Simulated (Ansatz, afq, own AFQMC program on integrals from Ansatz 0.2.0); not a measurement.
Where AFQMC and coupled cluster stand for GeNH$_{3}$, triplet

```yaml
atoms:
  - { symbol: Ge, position_ang: [-0.1180, 0.0000, 0.8374] }
  - { symbol: N, position_ang: [0.5433, 0.0000, -4.1953] }
  - { symbol: H, position_ang: [0.6398, -1.2595, 1.3402] }
  - { symbol: H, position_ang: [0.6398, 1.2595, 1.3402] }
  - { symbol: H, position_ang: [-0.3288, 0.0000, -4.7308] }
```

Connectivity, by distances: GeH2 ··· NH.

Basis cc-pVDZ. Only valence electrons are correlated. Ansatz 0.2.0 and our own AFQMC program on the same integrals; the CISD trial comes from CCSD amplitudes, and released means the phaseless constraint is let go. ± is one standard error of the sampling. No spin–orbit coupling.

Determinant: ROHF, the one that the program's search chose, which needn't be the lowest solution. The geometry is a point of a scan.

No full CI on the walks' own integrals is used here; CCSDT(Q) serves as the reference and is uncertain by about the last step of the cluster series.

Cautions: no relativity below Rb; no spin-orbit coupling; inner d shell frozen; lower spins were not checked.

The T1 diagnostic is 0.0152, the weight of the determinant in the CISD state is 0.878 and the size of the correlated space is 12 electrons in 41 orbitals.

Reference: CCSDT(Q), correlation energy -6.621 eV. The released energy is read at 1.62 1/Eh, later times being too noisy (meV from the phaseless value at times in 1/Eh: -17 ± 16 at 0.24, -11 ± 13 at 0.51, -22 ± 14 at 0.99, -26 ± 16 at 1.62, -82 ± 30 at 2.40).

```csv
level,E − E(reference) (kJ/mol),share of correlation (%)
HF,638.8,0.00
MP2,131.6,79.40
CCSD,11.9,98.14
CCSD(T),2.6,99.59
CCSDT,0.5,99.92
ph-AFQMC/CISD,0.3 ± 0.9,99.95
released AFQMC,-2.2 ± 1.5,100.35
```

A walk keeps the symmetry of its determinant, which the program's search chose and which needn't be the lowest solution, so a lower state of the same spin and another symmetry isn't excluded. Released energies are given only where the last usable release times agree within the noise; a slower fall can still hide under it.
